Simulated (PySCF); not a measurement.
How methods differ on the ionisation energy of Al

Al [Ne] 3s2 3p1 (2P) → Al⁺ [Ne] 3s2 (1S), as a difference of total energies. Computed with PySCF 2.14 in aug-cc-pVQZ-DK, with scalar relativity by spin-free X2C-1e. Correlated levels: valence: [Ne] frozen. The calculations carry no spin-orbit coupling.

```csv
method,ionisation energy (eV)
UHF,5.598
LDA,6.020
PBE,6.067
PBE0,6.087
r2SCAN,6.171
BP86,6.143
r2SCANh,6.167
B2PLYP,5.891
CAM-B3LYP,5.998
MP2 (valence),5.843
SCS-MP2 (valence),5.830
```

Question: How much does correlation contribute at MP2 (valence)?

Answer: 5.843 − (5.598) = 0.245 eV, measured against UHF.

A first-order spin-orbit estimate (lowest level to lowest level, LS coupling) adds 0.008 eV.

Errors of the correlated levels include the incompleteness of this basis and the frozen core.

For comparison: 5.986 eV (measured; NIST Atomic Spectra Database, ionization energies).
